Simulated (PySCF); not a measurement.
Carbon: a sound run and one with changed settings

Sound run: C [He] 2s2 2p2, C⁺ [He] 2s2 2p1. Computed with PySCF 2.14 in def2-TZVP, with no relativity, point nucleus. In the sound run the correlated levels freeze 1s2. The sound run starts from symmetry-adapted Hartree-Fock orbitals and uses a fine grid where one is needed.

Changed run: a valence shell is frozen. This setting is unsound on purpose.

```tsv
species	method	sound run (hartree)	changed run (hartree)	converged
C	MP2	-37.75859	-37.69966	yes
C	CCSD(T)	-37.78103	-37.70199	yes
```

Ionisation energy of C:

| method | sound run (eV) | changed run (eV) |
| --- | --- | --- |
| UHF | 10.801 | 10.801 |
| MP2 | 11.242 | 10.997 |
| SCS-MP2 | 11.115 | 10.866 |
| CCSD | 11.145 | 11.060 |
| CCSD(T) | 11.169 | 11.060 |
| CCSDT | n/a | 11.060 |
| FCI | n/a | 11.060 |

Freezing a valence shell removes pair correlation that changes on ionisation.

For comparison, NIST gives 11.260 eV between the lowest levels.
